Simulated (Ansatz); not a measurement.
## Cl–B–PH, singlet: reading a ladder of total energies

Geometry: displaced at random from a stationary point.

```xyz
4

Cl    0.0023   -0.2826    1.9598
B     0.0015   -0.3685    0.2587
P     0.0495   -0.2871   -1.4901
H    -0.0533    0.9382   -0.7284
```

Basis cc-pVDZ; Ansatz 0.2.0. Correlated methods freeze the noble-gas cores, which leaves 16 electrons in 44 orbitals. R marks a restricted (for open shells ROHF) determinant.

Full CI isn't at hand for all of this; RCCSDT(Q) serves as the reference, and is uncertain by about the last step of the cluster series.

Runs differ by some tens of microhartree through their thresholds, so steps under 0.03 kcal/mol mean nothing.

| level | total energy (hartree) |
| --- | --- |
| RHF | -825.494234 |
| RMP2 | -825.829539 |
| RCCSD | -825.859257 |
| RCCSD(T) | -825.874017 |
| RCCSDT | -825.875014 |
| RCCSDT(Q) | -825.876131 |

Question: What is the correlation energy at RCCSDT(Q), and what share of it do RMP2 and RCCSDT recover?

Answer: E(corr) = -825.876131 − (-825.494234) = -0.381897 hartree = -10.392 eV. RMP2: -0.335305 / -0.381897 = 87.80 %. RCCSDT: -0.380780 / -0.381897 = 99.71 %.

Question: By how many kcal/mol does RCCSD(T) miss RCCSDT(Q) (1 hartree = 627.509 kcal/mol), and which steps make up the rest?

Answer: -825.874017 − (-825.876131) = 0.002114 hartree = 1.33 kcal/mol. Steps: RCCSDT − RCCSD(T) = -0.63, RCCSDT(Q) − RCCSDT = -0.70 kcal/mol. Differences between like states or geometries often cancel part of this.
